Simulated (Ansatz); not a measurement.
# MgBH₃ (SMILES [BH2][MgH]): one structure at several levels

One table from this session's results is given with a row withheld; the runs are named, their logs left out.

Method: single points in def2-TZVPP; program: Ansatz 0.2.0, Gaussian basis.

Correlated methods freeze the cores. The outer core shell of Li, Na, Mg and K is correlated.

**Starting geometry**

SMILES `[BH2][MgH]`, 5 atoms, charge 0, spin multiplicity 1.

Atoms are counted from 1 here; the program's logs count them from 0.

Bond lengths: B1–Mg2 2.259 Å, B1–H3 1.229 Å, B1–H4 1.203 Å, Mg2–H5 1.707 Å. Angles: Mg2–B1–H3 125.2°, Mg2–B1–H4 123.0°, H3–B1–H4 111.8°, B1–Mg2–H5 172.7°.

Geometry (Å):

```mol
BH3Mg
  3D, bonds by distance, orders not assigned

  5  4  0  0  0  0  0  0  0  0999 V2000
    0.0130   -0.9346    0.2774 B   0  0
    0.0216    1.1769   -0.5265 Mg  0  0
    0.8523   -1.4037    1.0424 H   0  0
   -0.8009   -1.7572   -0.0513 H   0  0
    0.0301    2.8361   -0.9276 H   0  0
  1  2  8  0
  1  3  8  0
  1  4  8  0
  2  5  8  0
M  END
```

The first run:

Contents of run/in.yaml:

```yaml
crystal:
  periodic: [false, false, false]
  atoms:
    - {symbol: B, position_ang: [0.013000, -0.934600, 0.277400]}
    - {symbol: Mg, position_ang: [0.021600, 1.176900, -0.526500]}
    - {symbol: H, position_ang: [0.852300, -1.403700, 1.042400]}
    - {symbol: H, position_ang: [-0.800900, -1.757200, -0.051300]}
    - {symbol: H, position_ang: [0.030100, 2.836100, -0.927600]}
basis:
  gaussian: {orbitals: def2-TZVPP}
correlation: {method: ccsd_t}
output: {forces: true}
```

The command line of these runs was not kept.

Among the steps run: CCSD(T)/def2-TZVPP; PBE0-D4/def2-TZVPP; wB97M-V/def2-TZVPP; r2SCAN-D4/def2-TZVPP; PBE-D4/def2-TZVPP; B97M-V/def2-TZVPP; CAM-B3LYP-D4/def2-TZVPP.

One of the session's tables, all rows but one given; the rest of the session is left out.

```
      method  RMS force component (eV/Å)  angle to CCSD(T) forces (°)  dipole (D)
     CCSD(T)                       0.235                    reference        0.63
     PBE0-D4                       0.228                          7.9        0.69
     wB97M-V                       0.262                         11.2        0.66
   r2SCAN-D4                           ?                            ?           ?
      PBE-D4                       0.195                         20.4        0.69
      B97M-V                       0.224                         12.8        0.73
CAM-B3LYP-D4                       0.261                         10.1        0.66
```

Estimate the missing values for r2SCAN-D4.

As computed: RMS force component (eV/Å): 0.229; angle to CCSD(T) forces (°): 8.0; dipole (D): 0.70. In the column «RMS force component (eV/Å)» it lies between PBE0-D4 (0.228) and CCSD(T) (0.235).
